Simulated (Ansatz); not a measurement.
`CC(F)CCF` → `CCC(F)CF`  (isomerisation)

Computed with Ansatz on PBE0-D4/def2-TZVP structures; ΔE is electronic, products minus reactants. CCSD(T)/CBS adds triple-zeta CCSD(T) − MP2 to the extrapolated MP2 energy (def2 sets, frozen cores). DFT in def2-TZVPP. HSE06 is defined as in plane-wave codes. One conformer a species, not always the lowest.

| level | ΔE (kJ/mol) | difference from CCSD(T)/CBS |
| --- | --- | --- |
| PBE0-D4 | 10.5 | -1.0 |
| r2SCANh-D4 | 11.1 | -0.4 |
| ωB97M-V | 11.1 | -0.4 |
| PBE-QIDH | 10.8 | -0.7 |
| HSE06 | 10.4 | -1.1 |
| BHLYP | 11.3 | -0.2 |
| CAM-B3LYP | 11.5 | 0.0 |
| HF/def2-SVP | 13.1 | 1.6 |
| CCSD(T)/def2-SVP | 12.2 | 0.7 |
| CCSD(T)/def2-TZVPP | 11.0 | -0.5 |
| CCSD(T)/CBS | 11.5 | 0 |

(1) What do rigid-rotor, harmonic-oscillator terms from PBE0-D4/def2-TZVP frequencies (298.15 K, 1 bar) make of the CCSD(T)/CBS value? (An estimate is asked.)

Largest T1 diagnostic among the species: 0.010.

Answers

(1) The calculation gave: ΔZPE = -0.3 kJ/mol, ΔH = +11.4 kJ/mol, ΔS = 1 J/(mol·K), ΔG = +11.2 kJ/mol.

Leaving LDA and LC-ωPBE aside and taking each functional with its dispersion term where it has one, the values, not all of them listed here, spread over 1.3 kJ/mol, from revPBE-D4 to CAM-B3LYP-D4.

CCSD(T)/CBS has its own doubt, a few kJ/mol and more with outer-core shells, so smaller differences from it don't rank the levels.
